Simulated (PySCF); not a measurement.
CH6Si, SMILES C[SiH3] (connectivity only; charge and spin as stated), charge +1, multiplicity 2.

Geometry optimised at B3LYP-D3(BJ)/def2-TZVP. The spin state was assumed, not searched. The isomer is the one that the SMILES or the coordinates give; other isomers of the formula were not compared.

The numbers are results of TDA-B3LYP/def2-SVPD (PySCF), not measurements.

Vertical excitations; the highest root listed may be one member of a degenerate set. The molecule is in vacuum.

```
state    energy (eV)  λ (nm)      f                                       main pairs
-------  -----------  ------  -----  -----------------------------------------------
root 1          3.01     412  0.002                     β HOMO→LUMO (degenerate set)
root 2          3.01     412  0.002                   β HOMO−1→LUMO (degenerate set)
root 3          4.62     268  0.002                   β HOMO−2→LUMO (degenerate set)
root 4          4.62     268  0.002                   β HOMO−3→LUMO (degenerate set)
root 5          7.02     177  0.077             α HOMO→LUMO 72 %, β HOMO−4→LUMO 26 %
root 6          7.56     164  0.000  α HOMO−2→LUMO, β HOMO−1→LUMO+1 (degenerate set)
root 7          7.56     164  0.000    α HOMO−1→LUMO, β HOMO→LUMO+1 (degenerate set)
root 8          8.11     153  0.352             α HOMO→LUMO 23 %, β HOMO−4→LUMO 67 %
root 9          8.45     147  0.006    α HOMO−1→LUMO, β HOMO→LUMO+1 (degenerate set)
root 10         8.45     147  0.006  α HOMO−2→LUMO, β HOMO−1→LUMO+1 (degenerate set)
```
Unrestricted roots are not spin-pure.
